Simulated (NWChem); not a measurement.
Molecule: PH$_{2}$, doublet; SMILES [PH2]

```xyz
3

P      0.0000     0.0000     0.1177
H      1.0257     0.0000    -0.8830
H     -1.0257     0.0000    -0.8830
```
Atoms are numbered in this order, from 1.

In the optimisation the excess spin sits in b2 (C2v, its own frame). All runs use the structure optimised with PBE0/def2-SVP, spin-unrestricted. No stability test was run on the SCF state.

Symmetry labels are those of C2v in the frame above (b1 and b2, or b-type labels, depend on it).

**Question.** List the 4 lowest vertical excitations from PBE/6-31+G* (spherical d), spin-unrestricted, TDA (NWChem).

**Answer.** 
```
state    energy (eV)  oscillator strength  symmetry of the excitation  <S²>
-------  -----------  -------------------  --------------------------  ----
state 1         3.00                0.012                          a1  0.76
state 2         5.09                0.000                          b1  0.76
state 3         5.46                0.050                          a1  0.75
state 4         5.91                0.000                          b1  0.75
```
